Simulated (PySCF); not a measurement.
Coordinates in bohr (charge 0 multiplicity 2):
```
C     0.0000    0.0000    0.0000
H     2.0388    0.0000    0.0000
H    -1.0194    1.7657    0.0000
H    -1.0194   -1.7657    0.0000
```

All numbers come from PySCF, UB3LYP, basis C def2-TZVP, H def2-TZVP (no relativity, density fitting).

This geometry of CH₃ is a stationary point at this level.

(1) What is the point group?

(2) Is it a minimum?

(3) List the harmonic modes with their infrared intensities.

(4) What are the dipole moment and the gap between the highest occupied and lowest empty levels of either spin?

Answers

(1) D3h.

(2) Yes: all harmonic wavenumbers are real.

(3) 
```json
{"symmetry": "a2''", "ω (cm⁻¹)": "537", "IR (km/mol, summed over degenerate members)": "84.1"}
{"symmetry": "e'", "ω (cm⁻¹)": "1410", "IR (km/mol, summed over degenerate members)": "5.7"}
{"symmetry": "a1'", "ω (cm⁻¹)": "3115", "IR (km/mol, summed over degenerate members)": "0.0"}
{"symmetry": "e'", "ω (cm⁻¹)": "3291", "IR (km/mol, summed over degenerate members)": "8.5"}
```

(4) 0.00 D and 4.38 eV.

Other isomers or separated fragments may lie lower.
